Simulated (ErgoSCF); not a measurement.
# SiH2 (SMILES [H][Si][H]), run twice

Aim: the vertical excitations of SiH2 at SVWN5/6-31G.

The results are computed with ErgoSCF 3.8.

6 further runs of the same task are left out: 6 set aside as unsound or not needed.

**1. Starting point**

SiH2 has 3 atoms, charge 0, and is taken as a singlet. SMILES: `[H][Si][H]`. The shape is that of a GFN2-xTB optimisation.

Bond lengths: Si1–H2 1.486 Å, Si1–H3 1.485 Å. Angles: H2–Si1–H3 97.1°.

**2. Try one**

Contents of input.ego:

```
set_nthreads("env")
molecule_inline
Si 0.005220 -0.008160 -0.655700
H  1.110230 -0.020010 0.337410
H  -1.115450 0.028170 0.318290
EOF
scf.convergence_threshold = 1e-06
XC.type = "Turbo"
scf.output_mulliken_pop = 1
lr.max_iterations = 30
basis = "6-31G"
use_6_d_functions = 1
charge = 0
tmpdir = "."
scf.max_number_of_iterations = 71
get_excited_state "SVWN5" 5
```

Launch:

```console
$ ergo < input.ego
```

Log:

```text
[...]
INMA  use_6_d_functions := 1
[...]
INSC Energy   1 =       -189.63182631174
[...]
INDE PURIFICATION CONVERGED after 30 iterations
[...]
INDE PURIFICATION CONVERGED after 39 iterations
[...]
INDE PURIFICATION CONVERGED after 45 iterations
[...]
INDE PURIFICATION CONVERGED after 45 iterations
[...]
INDE E(LUMO) - E(HOMO) <=          0.00790322866 =          0.21505780867 eV
[...]
INSC Energy  42 =       -288.18328826401  ( diff     -0.000000000015461 )
[...]
RESC CONVERGED after  42 iterations.
RESC FINAL ENERGY:       -288.18328826401
[...]
INSC SCF: dipole_moment_x [atomic units] =      -0.00887142
INSC SCF: dipole_moment_y [atomic units] =       0.01350019
INSC SCF: dipole_moment_z [atomic units] =       1.08384849
[...]
```

The script printed:

```text
Inline main molecule with 3 atoms.
Step  1: ssize:  10 |r|=    0.0460039 shift=  0.025740
Step  2: ssize:  20 |r|=   0.00113824 shift=  0.197405
Step  3: ssize:  28 |r|=   0.00122283 shift=  0.265814
STATE 1 TRANSITION MOMENT:           -0.0117432 ENERGY             0.657894 eV
STATE 2 TRANSITION MOMENT:          4.42806e-06 ENERGY             5.371676 eV
STATE 3 TRANSITION MOMENT:          -0.00284713 ENERGY             5.970271 eV
STATE 4 TRANSITION MOMENT:             -1.28731 ENERGY             7.232982 eV
STATE 5 TRANSITION MOMENT:           -0.0122347 ENERGY            10.220616 eV
STATE 1 TRANSITION MOMENT:            -0.539854 ENERGY             0.657894 eV
STATE 2 TRANSITION MOMENT:          8.17082e-05 ENERGY             5.371676 eV
STATE 3 TRANSITION MOMENT:            0.0044253 ENERGY             5.970271 eV
STATE 4 TRANSITION MOMENT:            0.0278698 ENERGY             7.232982 eV
STATE 5 TRANSITION MOMENT:            -0.562235 ENERGY            10.220616 eV
STATE 1 TRANSITION MOMENT:           0.00660522 ENERGY             0.657894 eV
STATE 2 TRANSITION MOMENT:         -1.35423e-06 ENERGY             5.371676 eV
STATE 3 TRANSITION MOMENT:             0.358964 ENERGY             5.970271 eV
STATE 4 TRANSITION MOMENT:           -0.0108608 ENERGY             7.232982 eV
STATE 5 TRANSITION MOMENT:           0.00688151 ENERGY            10.220616 eV
Eigenvalue  1:     0.024177150 Tran.Mom.:     0.540022059
Eigenvalue  2:     0.197405446 Tran.Mom.:   8.1839319e-05
Eigenvalue  3:     0.219403423 Tran.Mom.:     0.359002369
Eigenvalue  4:     0.265807194 Tran.Mom.:      1.28766208
Eigenvalue  5:     0.375600698 Tran.Mom.:     0.562410082
```

Wall time 5.7 s (1 thread of Intel Xeon at 2.50GHz (Skylake/Cascade Lake), shared host).

**3. What went wrong**

It ran to the end. The result can't be trusted all the same.

What is wrong: numbers in ångström are read as bohr, which shrinks the molecule to 0.53 of its size. As the program read them, the closest atoms are 0.79 Å apart, against 1.49 Å in the sound input.

**4. The mended input**

Contents of input.ego:

```
set_nthreads(1)
scf.convergence_threshold = 1e-06
scf.max_number_of_iterations = 80
XC.type = "Turbo"
tmpdir = "."
basis = "6-31G"
charge = 0
scf.output_mulliken_pop = 1
use_6_d_functions = 1
lr.max_iterations = 30
molecule_inline Angstrom
Si 0.005220 -0.008160 -0.655700
H  1.110230 -0.020010 0.337410
H  -1.115450 0.028170 0.318290
EOF
get_excited_state "SVWN5" 5
```

Launch:

```console
$ ergo input.ego
```

Log:

```text
[...]
INMA  use_6_d_functions := 1
[...]
INSC Energy   1 =       -187.26796177582
[...]
INDE PURIFICATION CONVERGED after 55 iterations
[...]
INDE PURIFICATION CONVERGED after 40 iterations
[...]
INDE PURIFICATION CONVERGED after 37 iterations
[...]
INDE PURIFICATION CONVERGED after 37 iterations
[...]
INDE E(LUMO) - E(HOMO) <=          0.04380351390 =          1.19195434124 eV
[...]
INSC Energy  11 =       -289.37387570366  ( diff     -0.000000000028194 )
[...]
RESC CONVERGED after  11 iterations.
RESC FINAL ENERGY:       -289.37387570366
[...]
INSC SCF: dipole_moment_x [atomic units] =      -0.00431487
INSC SCF: dipole_moment_y [atomic units] =       0.00599829
INSC SCF: dipole_moment_z [atomic units] =       0.48113591
[...]
```

The script printed:

```text
Inline main molecule with 3 atoms.
Step  1: ssize:  10 |r|=    0.0329786 shift=  0.065496
Step  2: ssize:  20 |r|=    0.0402843 shift=  0.273893
Step  3: ssize:  26 |r|=   0.00507106 shift=  0.272909
Step  4: ssize:  32 |r|=    0.0010236 shift=  0.299878
Step  5: ssize:  36 |r|=   0.00309411 shift=  0.299811
Step  6: ssize:  40 |r|=    0.0127278 shift=  0.327198
Step  7: ssize:  42 |r|=   0.00250385 shift=  0.327070
STATE 1 TRANSITION MOMENT:            0.0131059 ENERGY             1.756191 eV
STATE 2 TRANSITION MOMENT:         -9.81897e-06 ENERGY             4.428845 eV
STATE 3 TRANSITION MOMENT:             -1.26659 ENERGY             7.425487 eV
STATE 4 TRANSITION MOMENT:           0.00866448 ENERGY             8.157998 eV
STATE 5 TRANSITION MOMENT:           0.00595519 ENERGY             8.899989 eV
STATE 1 TRANSITION MOMENT:             0.602498 ENERGY             1.756191 eV
STATE 2 TRANSITION MOMENT:         -0.000454258 ENERGY             4.428845 eV
STATE 3 TRANSITION MOMENT:            0.0273991 ENERGY             7.425487 eV
STATE 4 TRANSITION MOMENT:           -0.0106772 ENERGY             8.157998 eV
STATE 5 TRANSITION MOMENT:          -0.00786125 ENERGY             8.899989 eV
STATE 1 TRANSITION MOMENT:          -0.00739335 ENERGY             1.756191 eV
STATE 2 TRANSITION MOMENT:           5.6406e-06 ENERGY             4.428845 eV
STATE 3 TRANSITION MOMENT:           -0.0124284 ENERGY             7.425487 eV
STATE 4 TRANSITION MOMENT:            -0.854693 ENERGY             8.157998 eV
STATE 5 TRANSITION MOMENT:            -0.630141 ENERGY             8.899989 eV
Eigenvalue  1:     0.064538821 Tran.Mom.:     0.602686237
Eigenvalue  2:     0.162757040 Tran.Mom.:  0.000454399612
Eigenvalue  3:     0.272881605 Tran.Mom.:      1.26694476
Eigenvalue  4:     0.299800892 Tran.Mom.:     0.854803524
Eigenvalue  5:     0.327068555 Tran.Mom.:     0.630217707
```

It took 3.9 s on 1 thread of Intel Xeon at 2.50GHz (Skylake/Cascade Lake), shared host.

The roots found:

| excited state | energy (eV) | strength |
| --- | --- | --- |
| 1 | 1.756 | 0.0156 |
| 2 | 4.429 | 0.0000 |
| 3 | 7.425 | 0.2920 |
| 4 | 8.158 | 0.1460 |
| 5 | 8.900 | 0.0866 |

**5. Outcome**

At SVWN5/6-31G:

| quantity | value |
| --- | --- |
| total energy | -289.37388 Eh |
| dipole moment | 1.22 D |
| lowest excitation energy | 1.76 eV |

The first attempt's energy was +32.398 eV off this one. The brightest of the 5 transitions from the ground state lies at 7.43 eV (167 nm, f = 0.292); the lowest, at 1.76 eV, has f = 0.016.
